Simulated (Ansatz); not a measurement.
Geometry optimisation, RKS PBE0/def2-SVP (Ansatz).

Input file:

```yaml
crystal:
  periodic: [false, false, false]
  atoms:
    - { symbol: Al, position_ang: [0.0, 0.0, 0.0] }
    - { symbol: H, position_ang: [0.0, 0.0, 1.56] }
    - { symbol: O, position_ang: [1.5415, 0.0, -0.89] }
    - { symbol: H, position_ang: [1.8414, -0.9519, -1.0449] }
    - { symbol: O, position_ang: [-1.5415, 0.0, -0.89] }
    - { symbol: H, position_ang: [-2.0512, -0.8467, -0.6815] }
basis:
  gaussian: { orbitals: def2-SVP }
hamiltonian:
  xc: pbe0
relax:
  f_tol: 0.02
  max_steps: 40
output:
  orbitals: {}
```

Launched with:

```bash
$ ansatz run input.yaml --threads 1 --pin off --max-ram 2048MiB --backend cpu --events-out ev --progress --plain --runs-dir out
```

**Question.** Where does it end, and by what steps?

**Answer.** The forces met the threshold. After 8 steps the energy has fallen by 0.619 eV; H4 moved furthest, 0.58 Å.

| step | energy less start (eV) | largest force component (eV/Å) | accepted |
| --- | --- | --- | --- |
| 0 | 0.0000 | 2.117 | yes |
| 1 | -0.1399 | 2.110 | yes |
| 2 | -0.4006 | 0.538 | yes |
| 3 | -0.5436 | 0.387 | yes |
| 4 | -0.6124 | 0.144 | yes |
| 5 | -0.6143 | 0.235 | yes |
| 6 | -0.6188 | 0.021 | yes |
| 7 | -0.6189 | 0.033 | yes |
| 8 | -0.6189 | 0.002 | yes |

```xyz
6
Properties=species:S:1:pos:R:3
Al 0.028 -0.191 0.088
H -0.108 0.199 1.607
O 1.592 -0.321 -0.556
H 1.800 -0.551 -1.463
O -1.299 -0.488 -0.934
H -2.224 -0.447 -0.687
```

Whether the end is a true minimum wasn't checked by a vibrational analysis.

Run time: 14 s on 1 thread of Arm Neoverse V1, with other jobs on the host, peak memory 0.11 GiB.
